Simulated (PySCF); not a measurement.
FH. Atoms are numbered in the order given.

```xyz
2

F      0.0000     0.0000    -0.0925
H      0.0000     0.0000     0.8329
```

Geometry optimised at B3LYP-D3(BJ)/def2-TZVPD.

Level of theory: PySCF with KT2/pcSseg-2.

GIAO shieldings, no solvent; atoms alike by connectivity are averaged. δ = σ(ref) − σ: ¹⁹F against CFCl3 (σ = 125.1 ppm); ¹H against TMS (σ = 31.47 ppm), references at their B3LYP-D3(BJ)/def2-TZVP geometries, non-relativistic.

Computed chemical shifts:
| nucleus | atoms | count | δ (ppm) |
|---|---|---|---|
| ¹⁹F | F1 | 1 | -279.1 |
| ¹H | H2 | 1 | 1.89 |
